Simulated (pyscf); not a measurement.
Thermochemistry of product channels of O=Nb(=O)–Cl + hydrogen (H₂) on the singlet surface, in eV, from ωB97M-D3(BJ)/def2-TZVP energies (ideal gas, 1 atm, RRHO with modes under 100 cm⁻¹ raised to 100, one conformer, R ln 2 for chiral ones without a mode under 150 cm⁻¹). Single points on ωB97X-D3(BJ)/def2-SVP structures (PySCF, gas phase).

```csv
products,ΔE,ΔH(298 K),ΔG(600 K),ΔG(1200 K)
O=NbH=O + hydrogen chloride (HCl),[?],+1.67,+1.57,+1.51
O=NbH(OH)–Cl,[?],-1.64,-0.90,-0.17
```

**Question.** What belongs in the gaps?

**Answer.** 
- O=NbH=O + hydrogen chloride (HCl), ΔE: +1.65
- O=NbH(OH)–Cl, ΔE: -1.78

These are energies of the channels, which say nothing of barriers. Elements past Kr carry the def2 core potentials, without spin-orbit coupling.
